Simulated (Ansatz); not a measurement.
Ideal-gas functions of B2H2O, SMILES `B1BO1` at 298.15 K and 1 bar, from an Ansatz frequency run at PBE0-D4/def2-TZVP.

Molar mass 39.64 g/mol, point group C2v (symmetry number 2), electronic degeneracy 1, moments of inertia 12.533, 21.028, 33.561 u Å². Harmonic wavenumbers (cm⁻¹, unscaled): 699, 798, 839, 847, 1027, 1148, 1378, 2718, 2756.

Use S(trans) = R[1.5 ln M + 2.5 ln T − 1.1517]; rotational temperatures θ = 24.2544 K / I; S(rot) = R[ln(√π/σ · √(T³/θAθBθC)) + 1.5]; for each mode x = 1.438777 ν̃/T, S = R[x/(eˣ − 1) − ln(1 − e⁻ˣ)] and H = RT x/(eˣ − 1); 1 cm⁻¹ = 0.0119627 kJ/mol; R = 8.31446 J/(mol·K).

By hand: the entropy, in J/(mol·K).

Translation 154.7. Rotation: θ = 1.9352, 1.1534, 0.7227 K, giving 80.5. Vibration, mode by mode: 1.29, 0.87, 0.74, 0.72, 0.35, 0.21, 0.08, 0.00, 0.00, in all 4.3. Electronic 0.0. Sum 239.5 J/(mol·K).

By hand: H − E and G − E in kJ/mol, counted from the electronic energy.

Zero-point energy ½ × 12210 × 0.0119627 = 73.0; thermal vibration 1.0; translation, rotation and pV give 4 RT = 9.9. H − E = 83.9 kJ/mol, and G − E = 83.9 − 298.15 × 239.5/1000 = 12.5 kJ/mol.

Vibration gives 2 % of the entropy; all modes have x over 3 and are hardly excited.
